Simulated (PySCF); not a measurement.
```xyz
3
charge 0 multiplicity 3, angstrom
C     0.0000    0.0000    0.0000
N     0.0000    0.0000    1.2242
N     0.0000    0.0000   -1.2242
```

All numbers come from UB3LYP/[C def2-TZVP, N def2-TZVP], no relativity, density fitting, PySCF.

This geometry of CN₂ is a stationary point at this level.

**Question.** What is the point group?

**Answer.** D∞h.

**Question.** Is it a minimum?

**Answer.** Yes: all harmonic wavenumbers are real.

**Question.** List the harmonic modes with their infrared intensities.

**Answer.** 
| symmetry | ω (cm⁻¹) | IR (km/mol, summed over degenerate members) |
| --- | --- | --- |
| πu | 452 | 40.0 |
| σg+ | 1276 | 0.0 |
| σu+ | 1562 | 204 |

**Question.** What are the dipole moment and the gap between the highest occupied and lowest empty levels of either spin?

**Answer.** 0.00 D and 4.36 eV.

In D∞h the vibrations span πu + σg+ + σu+. The σg+ mode carries no infrared intensity, as symmetry demands. With a centre of inversion only u modes can be infrared active and only g modes Raman active.

This need not be the most stable arrangement of these atoms.
